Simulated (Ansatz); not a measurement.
Worked example: correlation energy of Ge–PH2⁺, singlet

Geometry: that of the Ge–PH2, doublet, kept fixed.

```xyz
4

Ge    0.0000    0.0000    0.7020
P     0.0000    0.0000   -1.4925
H     0.0000    1.1073   -2.3623
H     0.0000   -1.1073   -2.3623
```

Basis cc-pVDZ; Ansatz 0.2.0. Correlated methods freeze the noble-gas cores and the filled d shells of p-block atoms, which leaves 10 electrons in 36 orbitals. Prefix R: restricted or restricted open-shell reference. No spin–orbit coupling is included, and no scalar relativity.

Full CI isn't at hand for all of this; RCCSDTQ serves as the reference, and is uncertain by about the last step of the cluster series.

Runs differ by some tens of microhartree through their thresholds, so steps under 0.03 kcal/mol mean nothing.

| level | total energy (hartree) |
| --- | --- |
| RHF | -2416.935740 |
| RMP2 | -2417.116554 |
| RCCSD | -2417.152276 |
| RCCSD(T) | -2417.160963 |
| RCCSDT | -2417.162320 |
| RCCSDT(Q) | -2417.163020 |
| RCCSDTQ | -2417.163018 |

Q: What is the correlation energy at RCCSDTQ, and what share of it do RMP2 and RCCSD recover?

A: E(corr) = -2417.163018 − (-2416.935740) = -0.227278 hartree = -6.185 eV. RMP2: -0.180814 / -0.227278 = 79.56 %. RCCSD: -0.216536 / -0.227278 = 95.27 %.

Q: By how many kcal/mol does RCCSD(T) miss RCCSDTQ (1 hartree = 627.509 kcal/mol), and which steps make up the rest?

A: -2417.160963 − (-2417.163018) = 0.002055 hartree = 1.29 kcal/mol. Steps: RCCSDT − RCCSD(T) = -0.85, RCCSDT(Q) − RCCSDT = -0.44, RCCSDTQ − RCCSDT(Q) = 0.00 kcal/mol. Differences between like states or geometries often cancel part of this.
